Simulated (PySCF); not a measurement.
Species: TiN (doublet state).
Cartesian coordinates in Å at the PBE0-D3(BJ)/def2-SVP level; atoms count from 1:
```
atom  x, y, z in Å
N1     0.791   -0.080    0.007
Ti2   -0.741   -0.008   -0.029
```

Theory: PBE0-D3(BJ)/def2-SVP geometry optimisation, gas phase in PySCF 2.14.0.

Masses are those of the commonest isotopes; rigid-rotor values at the optimised geometry. 

Q: What are the moment of inertia and the rotational constant?

A: I = 25.520 u·Å², B = 505379 MHz·u·Å²/I = 19803 MHz (0.6606 cm⁻¹, or 0.950 K as hB/k). For two atoms I = μr² with μ = 10.8379 u and r = 1.5345 Å.

If the electronic state has orbital angular momentum about the axis (Π, Δ; not determined here), the simple ladder of levels BJ(J+1) doesn't apply.

No PBE0-D3(BJ)/def2-SVP frequencies stand behind this structure, so it isn't proved a minimum. ⟨S²⟩ = 0.754 (exact for a doublet: 0.75). These are rigid-rotor constants of the computed structure; measured ground-state constants (B0) also hold zero-point vibration.
